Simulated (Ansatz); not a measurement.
**InH3, triplet in def2-SVP: errors against full CI**

Geometry: a point of a stretch scan, not a stationary point.

| atom | x (Å) | y (Å) | z (Å) |
| --- | --- | --- | --- |
| In | 0.0000 | 0.0292 | -0.0368 |
| H | 0.0000 | -3.1384 | -0.4695 |
| H | 0.3845 | -0.0949 | 2.3304 |
| H | -0.3845 | -0.0949 | 2.3304 |

Basis def2-SVP with its core potentials; Ansatz 0.2.0. Correlated methods freeze the noble-gas cores and the filled d shells of p-block atoms, which leaves 6 electrons in 32 orbitals. R marks a restricted (for open shells ROHF) determinant, U an unrestricted one. Active spaces: pair = (4e, 4o) about the gap; valence = (6e, 7o) chosen from the atoms' valence shells. No spin–orbit coupling is included; scalar relativity enters through the core potentials alone.

Full CI is exact within this basis and frozen core; it isn't the basis-set limit. The frozen core follows each run's orbitals, which can shift R against U totals by a few meV for light atoms and by up to 0.1 eV past Ca.

The UHF ⟨S²⟩ is 2.016. The T1 diagnostic (RCCSD) is 0.0183 and the largest doubles amplitude (RCCSD) is 0.086.

```json
{"level": "RHF", "E − E(full CI) (kcal/mol)": "50.19", "share of correlation (%)": "0.00", "wall time": "–"}
{"level": "RMP2", "E − E(full CI) (kcal/mol)": "13.68", "share of correlation (%)": "72.75", "wall time": "–"}
{"level": "RCCSD", "E − E(full CI) (kcal/mol)": "0.80", "share of correlation (%)": "98.40", "wall time": "–"}
{"level": "RCCSD(T)", "E − E(full CI) (kcal/mol)": "0.21", "share of correlation (%)": "99.57", "wall time": "17 s"}
{"level": "BCCD(T)", "E − E(full CI) (kcal/mol)": "0.21", "share of correlation (%)": "99.57", "wall time": "10 s"}
{"level": "RCCSDT", "E − E(full CI) (kcal/mol)": "0.00", "share of correlation (%)": "99.99", "wall time": "–"}
{"level": "RCCSDT(Q)", "E − E(full CI) (kcal/mol)": "-0.01", "share of correlation (%)": "100.01", "wall time": "27 s"}
{"level": "CASSCF (pair space)", "E − E(full CI) (kcal/mol)": "38.80", "share of correlation (%)": "22.69", "wall time": "–"}
{"level": "MRCISD (pair space)", "E − E(full CI) (kcal/mol)": "1.57", "share of correlation (%)": "96.87", "wall time": "–"}
{"level": "MRCISD+Q (pair space)", "E − E(full CI) (kcal/mol)": "-0.76", "share of correlation (%)": "101.52", "wall time": "9.5 s"}
{"level": "CASSCF (valence space)", "E − E(full CI) (kcal/mol)": "25.41", "share of correlation (%)": "49.38", "wall time": "–"}
{"level": "NEVPT2 (valence space)", "E − E(full CI) (kcal/mol)": "8.20", "share of correlation (%)": "83.67", "wall time": "8.5 s"}
{"level": "MRCISD (valence space)", "E − E(full CI) (kcal/mol)": "1.00", "share of correlation (%)": "98.01", "wall time": "–"}
{"level": "MRCISD+Q (valence space)", "E − E(full CI) (kcal/mol)": "0.24", "share of correlation (%)": "99.53", "wall time": "11 s"}
```

The correlation energy at full CI, counted from RHF, is -2.177 eV. That run took 2.1 min on 1 thread of AMD EPYC, shared host over 12,300,750 determinants.

Run but not shown, since their state or frozen core can't be matched to the reference's or they repeat it: UHF, UMP2, UCCSD, UCCSD(T), UCCSDT, UCCSDT(Q).

Times hold each run's SCF and search for its determinant on a shared host, so for small cases they say little of a method's own cost; they ran on 1 thread of AMD EPYC.

More than 5 meV below full CI, which no variational method can be: MRCISD+Q (pair space).

The full-CI state has the irrep A'' of Cs, in the program's axes.

Natural occupations of full CI about the gap: 1.964 1.910 1.000 0.985 0.040 0.032 0.024 0.008 0.006 0.006; effectively unpaired electrons, Σ n²(2−n)², 2.05.
